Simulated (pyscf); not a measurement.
Single points on ωB97X-D3(BJ)/def2-SVP structures (PySCF, gas phase).

Q: Estimate by transition-state theory (the high-pressure limit) the rate constant of Cl–GeH: [singlet] + hydrogen (H₂) → Cl–GeH₃ (singlet surface; H–H broken, Ge–H, Ge–H formed) at 900 K, with ωB97M-D3(BJ)/def2-TZVP energies (ideal gas, 1 atm, RRHO with modes under 100 cm⁻¹ raised to 100, one conformer, R ln 2 for chiral ones without a mode under 150 cm⁻¹; no tunnelling).

A: The electronic barrier is 30.0 kcal/mol and the thermal terms add +26.1, so ΔG‡ = 56.1 kcal/mol. With k_BT/h = 1.88e+13 s⁻¹ and RT = 1.788 kcal/mol, and a volume of 1.23e-19 cm³ per molecule at 1 atm, k = 5.4e-20 cm³ molecule⁻¹ s⁻¹. The product is born with the 59 kcal/mol of the reverse barrier and needs collisions to keep. Wigner's tunnelling factor for 1353i cm⁻¹ would be 1.19. A shift of 1 kcal/mol in the barrier changes k by a factor 1.7. The same reactants have a lower exit, to Cl–GeH: [singlet] + H₂ (barrier +15.3 kcal/mol at ωB97M-D3(BJ)/def2-TZVP, against +30.0 kcal/mol here). One saddle was located; it need not be the lowest between these sides. Elements up to Kr have no core potential and no relativistic terms here.
